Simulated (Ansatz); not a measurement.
A short molecular-dynamics run on SiMe2H2 (C2H8Si).

```yaml
crystal:
  periodic: [false, false, false]
  atoms:
    - {symbol: Si, position_ang: [-0.596007, -0.003632, -0.423794]}
    - {symbol: C, position_ang: [-0.632843, 0.001065, 1.459088]}
    - {symbol: H, position_ang: [-1.665927, 0.007323, 1.835039]}
    - {symbol: H, position_ang: [-0.120974, 0.889284, 1.857879]}
    - {symbol: H, position_ang: [-0.130235, -0.890572, 1.861954]}
    - {symbol: C, position_ang: [1.170347, 0.002325, -1.076898]}
    - {symbol: H, position_ang: [1.186278, -0.004644, -2.176136]}
    - {symbol: H, position_ang: [1.720580, -0.882266, -0.723750]}
    - {symbol: H, position_ang: [1.710406, 0.897533, -0.735051]}
    - {symbol: H, position_ang: [-1.326129, 1.200262, -0.942439]}
    - {symbol: H, position_ang: [-1.315496, -1.216697, -0.935871]}
basis:
  gaussian: {orbitals: "6-31G*"}
hamiltonian: {xc: {name: PBE}, dispersion: d4}
md: {timestep: 1 fs, n_steps: 15, ensemble: nvt_nose_hoover, temperature: 500, initial_velocities: maxwell_boltzmann, seed: 88}
scf: {omitted_lower_state_checks: [starts]}
```

```sh
$ ansatz run in.yaml --threads 4 --pin off --events-out ev --progress --plain --max-ram 3916MiB
```

```json
{"step": "0", "time (fs)": "0.0", "potential energy (eV)": "-10074.6319", "kinetic (eV)": "0.5817", "T (K)": "500", "conserved (eV)": "-10074.0502"}
{"step": "1", "time (fs)": "1.0", "potential energy (eV)": "-10074.5841", "kinetic (eV)": "0.5380", "T (K)": "462", "conserved (eV)": "-10074.0461"}
{"step": "2", "time (fs)": "2.0", "potential energy (eV)": "-10074.4747", "kinetic (eV)": "0.4348", "T (K)": "374", "conserved (eV)": "-10074.0399"}
{"step": "3", "time (fs)": "3.0", "potential energy (eV)": "-10074.3954", "kinetic (eV)": "0.3583", "T (K)": "308", "conserved (eV)": "-10074.0371"}
{"step": "4", "time (fs)": "4.0", "potential energy (eV)": "-10074.3896", "kinetic (eV)": "0.3509", "T (K)": "302", "conserved (eV)": "-10074.0389"}
{"step": "5", "time (fs)": "5.0", "potential energy (eV)": "-10074.4313", "kinetic (eV)": "0.3881", "T (K)": "334", "conserved (eV)": "-10074.0433"}
{"step": "6", "time (fs)": "6.0", "potential energy (eV)": "-10074.4536", "kinetic (eV)": "0.4071", "T (K)": "350", "conserved (eV)": "-10074.0468"}
{"step": "7", "time (fs)": "7.0", "potential energy (eV)": "-10074.4094", "kinetic (eV)": "0.3651", "T (K)": "314", "conserved (eV)": "-10074.0447"}
{"step": "8", "time (fs)": "8.0", "potential energy (eV)": "-10074.3351", "kinetic (eV)": "0.2972", "T (K)": "255", "conserved (eV)": "-10074.0384"}
{"step": "9", "time (fs)": "9.0", "potential energy (eV)": "-10074.3203", "kinetic (eV)": "0.2827", "T (K)": "243", "conserved (eV)": "-10074.0382"}
{"step": "10", "time (fs)": "10.0", "potential energy (eV)": "-10074.3675", "kinetic (eV)": "0.3235", "T (K)": "278", "conserved (eV)": "-10074.0449"}
{"step": "11", "time (fs)": "11.0", "potential energy (eV)": "-10074.3844", "kinetic (eV)": "0.3385", "T (K)": "291", "conserved (eV)": "-10074.0470"}
{"step": "12", "time (fs)": "12.0", "potential energy (eV)": "-10074.3351", "kinetic (eV)": "0.2937", "T (K)": "252", "conserved (eV)": "-10074.0427"}
{"step": "13", "time (fs)": "13.0", "potential energy (eV)": "-10074.2771", "kinetic (eV)": "0.2402", "T (K)": "206", "conserved (eV)": "-10074.0386"}
{"step": "14", "time (fs)": "14.0", "potential energy (eV)": "-10074.2718", "kinetic (eV)": "0.2352", "T (K)": "202", "conserved (eV)": "-10074.0385"}
{"step": "15", "time (fs)": "15.0", "potential energy (eV)": "-10074.3222", "kinetic (eV)": "0.2830", "T (K)": "243", "conserved (eV)": "-10074.0415"}
```

Velocities are drawn at the set temperature; a run this short doesn't reach equilibrium.

The 6-31G sets use Cartesian d functions.

Frames (Å, forces in eV/Å):

```xyz
11
time=0.0 fs
Si   -0.596   -0.004   -0.424   -0.063    0.000   -0.044
C    -0.633    0.001    1.459   -0.011    0.000    0.029
H    -1.666    0.007    1.835   -0.103    0.000    0.058
H    -0.121    0.889    1.858    0.049    0.086    0.059
H    -0.130   -0.891    1.862    0.050   -0.085    0.060
C     1.170    0.002   -1.077    0.024   -0.001   -0.019
H     1.186   -0.005   -2.176    0.021    0.000   -0.117
H     1.721   -0.882   -0.724    0.073   -0.085    0.027
H     1.710    0.898   -0.735    0.072    0.086    0.027
H    -1.326    1.200   -0.942   -0.056    0.068   -0.040
H    -1.315   -1.217   -0.936   -0.056   -0.068   -0.039
11
time=1.0 fs
Si   -0.598   -0.002   -0.426   -0.200   -0.631   -0.138
C    -0.627    0.000    1.454    0.546    0.157    0.814
H    -1.666    0.009    1.831    0.081   -0.029    0.017
H    -0.115    0.928    1.861   -0.362   -0.781   -0.297
H    -0.109   -0.907    1.883   -0.334    0.661   -0.287
C     1.171    0.003   -1.071    0.192   -0.431    0.434
H     1.196    0.024   -2.155    0.005   -0.103   -0.631
H     1.710   -0.912   -0.724   -0.176    0.358   -0.152
H     1.733    0.880   -0.731    0.104    0.183    0.206
H    -1.365    1.170   -0.928   -0.095    0.281   -0.125
H    -1.333   -1.241   -0.954    0.238    0.336    0.159
11
time=2.0 fs
Si   -0.601    0.000   -0.428   -0.300   -1.091   -0.203
C    -0.621    0.000    1.450    0.799    0.272    1.344
H    -1.666    0.011    1.827    0.243   -0.055   -0.019
H    -0.113    0.959    1.861   -0.585   -1.333   -0.512
H    -0.092   -0.917    1.902   -0.578    1.131   -0.533
C     1.172    0.002   -1.065    0.325   -0.683    0.656
H     1.205    0.051   -2.140   -0.008   -0.185   -0.923
H     1.698   -0.939   -0.726   -0.336    0.685   -0.279
H     1.756    0.864   -0.724    0.084    0.197    0.342
H    -1.404    1.143   -0.916   -0.109    0.432   -0.184
H    -1.349   -1.262   -0.971    0.465    0.631    0.312
11
time=3.0 fs
Si   -0.603    0.002   -0.429   -0.388   -1.350   -0.243
C    -0.614   -0.001    1.446    0.785    0.357    1.578
H    -1.663    0.011    1.823    0.337   -0.078   -0.041
H    -0.116    0.977    1.856   -0.630   -1.551   -0.585
H    -0.080   -0.917    1.916   -0.659    1.295   -0.651
C     1.173    0.002   -1.058    0.419   -0.668    0.509
H     1.215    0.077   -2.135   -0.026   -0.257   -0.853
H     1.682   -0.959   -0.730   -0.381    0.825   -0.334
H     1.779    0.849   -0.715   -0.002    0.120    0.413
H    -1.445    1.120   -0.904   -0.072    0.499   -0.206
H    -1.360   -1.277   -0.984    0.617    0.810    0.412
11
time=4.0 fs
Si   -0.606    0.003   -0.432   -0.480   -1.417   -0.259
C    -0.607   -0.001    1.444    0.549    0.416    1.505
H    -1.657    0.012    1.818    0.337   -0.098   -0.039
H    -0.125    0.981    1.846   -0.518   -1.444   -0.529
H    -0.074   -0.904    1.923   -0.575    1.158   -0.627
C     1.174    0.000   -1.050    0.465   -0.381    0.041
H     1.224    0.100   -2.137   -0.051   -0.329   -0.468
H     1.663   -0.972   -0.738   -0.313    0.754   -0.314
H     1.803    0.836   -0.701   -0.140   -0.016    0.419
H    -1.486    1.102   -0.895    0.027    0.478   -0.191
H    -1.365   -1.284   -0.994    0.699    0.879    0.463
11
time=5.0 fs
Si   -0.609    0.003   -0.434   -0.566   -1.322   -0.245
C    -0.599   -0.001    1.443    0.095    0.434    1.111
H    -1.648    0.011    1.813    0.242   -0.115   -0.013
H    -0.139    0.970    1.831   -0.259   -0.994   -0.345
H    -0.073   -0.880    1.924   -0.320    0.722   -0.450
C     1.176   -0.001   -1.043    0.439    0.117   -0.563
H     1.232    0.120   -2.143   -0.076   -0.393    0.041
H     1.641   -0.977   -0.749   -0.152    0.477   -0.229
H     1.826    0.823   -0.684   -0.295   -0.163    0.378
H    -1.527    1.088   -0.888    0.177    0.392   -0.148
H    -1.364   -1.283   -0.999    0.714    0.846    0.464
11
time=6.0 fs
Si   -0.612    0.003   -0.436   -0.616   -1.099   -0.191
C    -0.591    0.000    1.443   -0.579    0.370    0.408
H    -1.637    0.009    1.808    0.073   -0.128    0.036
H    -0.155    0.950    1.812    0.136   -0.191   -0.040
H    -0.076   -0.849    1.921    0.096    0.015   -0.121
C     1.178   -0.003   -1.036    0.326    0.708   -1.110
H     1.240    0.136   -2.150   -0.091   -0.434    0.481
H     1.617   -0.977   -0.762    0.064    0.045   -0.102
H     1.846    0.808   -0.663   -0.424   -0.272    0.314
H    -1.566    1.078   -0.882    0.353    0.275   -0.092
H    -1.356   -1.274   -1.000    0.662    0.711    0.418
11
time=7.0 fs
Si   -0.615    0.003   -0.438   -0.591   -0.773   -0.087
C    -0.583    0.000    1.443   -1.366    0.192   -0.466
H    -1.624    0.006    1.804   -0.127   -0.137    0.100
H    -0.171    0.929    1.793    0.598    0.838    0.334
H    -0.078   -0.818    1.917    0.590   -0.807    0.290
C     1.181   -0.004   -1.030    0.147    1.221   -1.470
H     1.247    0.148   -2.151   -0.090   -0.433    0.738
H     1.594   -0.977   -0.776    0.270   -0.416    0.029
H     1.861    0.791   -0.639   -0.495   -0.312    0.251
H    -1.602    1.071   -0.877    0.526    0.157   -0.037
H    -1.341   -1.258   -0.997    0.539    0.469    0.319
11
time=8.0 fs
Si   -0.619    0.002   -0.441   -0.463   -0.361    0.068
C    -0.577    0.001    1.443   -1.942   -0.044   -1.156
H    -1.613    0.002    1.800   -0.303   -0.138    0.169
H    -0.180    0.915    1.777    0.948    1.691    0.627
H    -0.074   -0.794    1.916    0.959   -1.402    0.596
C     1.183   -0.003   -1.025   -0.039    1.449   -1.566
H     1.253    0.156   -2.146   -0.068   -0.382    0.766
H     1.574   -0.981   -0.789    0.385   -0.716    0.116
H     1.872    0.771   -0.612   -0.492   -0.273    0.206
H    -1.633    1.065   -0.873    0.669    0.061    0.006
H    -1.321   -1.237   -0.991    0.345    0.114    0.168
11
time=9.0 fs
Si   -0.623    0.002   -0.443   -0.229    0.108    0.265
C    -0.572    0.002    1.442   -1.923   -0.163   -1.260
H    -1.605   -0.004    1.798   -0.402   -0.130    0.230
H    -0.181    0.917    1.767    0.975    1.839    0.667
H    -0.061   -0.784    1.920    0.980   -1.421    0.590
C     1.186   -0.002   -1.022   -0.186    1.247   -1.373
H     1.259    0.160   -2.133   -0.023   -0.279    0.558
H     1.557   -0.992   -0.802    0.365   -0.702    0.134
H     1.879    0.748   -0.583   -0.415   -0.166    0.186
H    -1.658    1.060   -0.868    0.765    0.000    0.032
H    -1.298   -1.216   -0.983    0.093   -0.334   -0.029
11
time=10.0 fs
Si   -0.626    0.001   -0.445    0.079    0.574    0.475
C    -0.569    0.003    1.440   -1.295   -0.058   -0.731
H    -1.601   -0.011    1.798   -0.384   -0.111    0.266
H    -0.172    0.937    1.764    0.653    1.174    0.441
H    -0.039   -0.788    1.930    0.628   -0.868    0.255
C     1.188    0.000   -1.020   -0.293    0.660   -0.927
H     1.264    0.162   -2.115    0.045   -0.131    0.144
H     1.544   -1.010   -0.813    0.233   -0.382    0.096
H     1.881    0.723   -0.553   -0.290   -0.022    0.184
H    -1.675    1.055   -0.863    0.806   -0.022    0.038
H    -1.274   -1.197   -0.976   -0.181   -0.815   -0.242
11
time=11.0 fs
Si   -0.630    0.001   -0.447    0.393    0.922    0.650
C    -0.566    0.004    1.438   -0.461    0.172    0.073
H    -1.600   -0.019    1.801   -0.243   -0.080    0.269
H    -0.157    0.969    1.765    0.175    0.145    0.111
H    -0.010   -0.800    1.942    0.105   -0.096   -0.210
C     1.190    0.003   -1.018   -0.383   -0.094   -0.338
H     1.270    0.162   -2.096    0.130    0.043   -0.380
H     1.533   -1.031   -0.823    0.063    0.087    0.041
H     1.880    0.698   -0.521   -0.157    0.117    0.181
H    -1.684    1.049   -0.858    0.789   -0.007    0.023
H    -1.252   -1.186   -0.970   -0.412   -1.210   -0.419
11
time=12.0 fs
Si   -0.634    0.001   -0.449    0.636    1.020    0.739
C    -0.565    0.005    1.435    0.195    0.380    0.785
H    -1.602   -0.028    1.806   -0.017   -0.042    0.238
H    -0.140    1.001    1.766   -0.251   -0.761   -0.166
H     0.019   -0.813    1.953   -0.368    0.561   -0.606
C     1.192    0.006   -1.016   -0.459   -0.758    0.209
H     1.277    0.163   -2.080    0.217    0.209   -0.831
H     1.522   -1.052   -0.833   -0.078    0.519   -0.001
H     1.878    0.675   -0.487   -0.061    0.208    0.144
H    -1.686    1.044   -0.852    0.716    0.045   -0.012
H    -1.234   -1.187   -0.969   -0.529   -1.383   -0.499
11
time=13.0 fs
Si   -0.637    0.001   -0.450    0.767    0.795    0.715
C    -0.562    0.006    1.433    0.545    0.505    1.240
H    -1.604   -0.037    1.813    0.225    0.000    0.184
H    -0.125    1.027    1.767   -0.538   -1.334   -0.331
H     0.045   -0.820    1.957   -0.683    0.959   -0.842
C     1.193    0.008   -1.015   -0.498   -1.157    0.504
H     1.286    0.166   -2.072    0.282    0.329   -0.991
H     1.511   -1.067   -0.843   -0.155    0.794   -0.017
H     1.876    0.653   -0.452   -0.033    0.233    0.053
H    -1.681    1.039   -0.847    0.592    0.130   -0.066
H    -1.220   -1.201   -0.973   -0.504   -1.254   -0.449
11
time=14.0 fs
Si   -0.640    0.001   -0.452    0.805    0.297    0.599
C    -0.560    0.007    1.432    0.619    0.552    1.404
H    -1.604   -0.046    1.823    0.415    0.039    0.127
H    -0.116    1.040    1.764   -0.673   -1.551   -0.385
H     0.064   -0.819    1.954   -0.809    1.078   -0.907
C     1.194    0.009   -1.013   -0.489   -1.229    0.446
H     1.298    0.172   -2.074    0.301    0.378   -0.759
H     1.499   -1.075   -0.853   -0.162    0.862   -0.007
H     1.873    0.633   -0.416   -0.068    0.198   -0.095
H    -1.671    1.035   -0.842    0.428    0.239   -0.134
H    -1.212   -1.228   -0.981   -0.367   -0.863   -0.290
11
time=15.0 fs
Si   -0.643    0.002   -0.453    0.798   -0.330    0.445
C    -0.557    0.009    1.433    0.458    0.537    1.279
H    -1.600   -0.055    1.833    0.506    0.069    0.083
H    -0.113    1.037    1.757   -0.662   -1.430   -0.339
H     0.076   -0.807    1.942   -0.739    0.927   -0.809
C     1.195    0.009   -1.010   -0.448   -1.001    0.118
H     1.312    0.181   -2.083    0.270    0.361   -0.239
H     1.484   -1.075   -0.864   -0.103    0.714    0.021
H     1.869    0.616   -0.381   -0.138    0.136   -0.271
H    -1.656    1.034   -0.838    0.243    0.358   -0.208
H    -1.207   -1.262   -0.991   -0.186   -0.340   -0.079
```

It took 8.5 s on 4 threads of Arm Neoverse V1 on a shared host.
